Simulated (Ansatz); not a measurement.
in.yaml

```yaml
crystal:
  periodic: [false, false, false]
  atoms:
    - {symbol: N, position_ang: [-1.810953, -0.010862, -0.016905]}
    - {symbol: H, position_ang: [-2.108232, 0.956972, -0.016905]}
    - {symbol: H, position_ang: [-2.108232, -0.413161, 0.863355]}
    - {symbol: H, position_ang: [-0.868953, -0.010861, -0.016905]}
    - {symbol: Cl, position_ang: [0.860047, -0.010861, -0.016905]}
basis:
  gaussian: {orbitals: cc-pVDZ}
magnetization: {spin_polarized: false, initial_magnetization: 1}
correlation: {method: sc_nevpt2, electrons: outside_noble_gas, active_space: {window: {electrons: 3, orbitals: 3}}}
```

```sh
$ ansatz run in.yaml --threads 1 --pin off --events-out ev --progress --plain --max-ram 2393MiB
```

Output:

```
458 factors; integrals over basis functions are off by at most 1.2e-3 eV
mean field evaluation 1: about -14029.4514 eV, gradient 2.0e1 eV
mean field evaluation 2: about -14029.4522 eV, gradient 2.0e1 eV
mean field evaluation 4: about -14030.5848 eV, gradient 5.6e0 eV
mean field evaluation 8: about -14030.9385 eV, gradient 9.9e-1 eV
mean field evaluation 16: about -14030.9771 eV, gradient 2.7e-6 eV
mean field evaluation 32: about -14030.5729 eV, gradient 1.6e-4 eV
mean field evaluation 64: about -14030.6233 eV, gradient 4.5e-2 eV
mean field evaluation 96: about -14030.7203 eV, gradient 1.0e0 eV
mean field -14030.97713870 eV, -515.6288993092 hartree, gradient 2.7e-6 eV, S^2 0.750000; 12 other end points of the search recorded, 0 dependent functions left out
reference -14030.97713870 eV, -515.6288993092 hartree; 14, 13 occupied and 33, 34 virtual orbitals, 458 factors
state -14031.46276561 eV, -515.6467457689 hartree
state -14031.46276561 eV, -515.6467457689 hartree; corrected -14039.41412059 eV, -515.9389526750 hartree
Total energy: -14039.41412059 eV, -515.9389526750 hartree
```

Natural occupations: 1.9817 1.0000 0.0184.

For the same geometry and basis UCCSDT(Q) lies 1076.3 meV lower.

Ran on 1 thread of AMD EPYC 9R45, shared host: 1.1 s wall, 0.17 GiB peak host memory.
